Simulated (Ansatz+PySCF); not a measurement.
The numbers below are computed, except where a source is named.
Input for Ansatz (development build ahead of 0.2.0):

```yaml
crystal:
  periodic: [false, false, false]
  atoms:
    - { symbol: B, position_ang: [0.0, 0.0, -1.21963] }
    - { symbol: B, position_ang: [0.0, 0.0, 1.21963] }
basis:
  gaussian: { orbitals: "6-31G" }
magnetization:
  spin_polarized: true
  initial_magnetization: 2
hamiltonian:
  xc: hf
correlation:
  method: mp2
  frozen_orbitals: { B: 1 }
scf:
  omitted_lower_state_checks: [atomic_configurations, cluster_reference, orbital_swaps, given_window_search, neighbouring_geometries, increment]
```

The input is written out in the form of the current development build from the run's settings.

Results

```json
{"Converged": "yes", "Reference energy": "-49.05448 hartree", "Correlation energy": "-0.05447 hartree", "Total energy": "-49.10895 hartree", "Spin squared of the determinant": "2.063"}
```

Caution: bonds are stretched, where a single reference can fail; the determinant may break the point group; another reference gives a lower total.
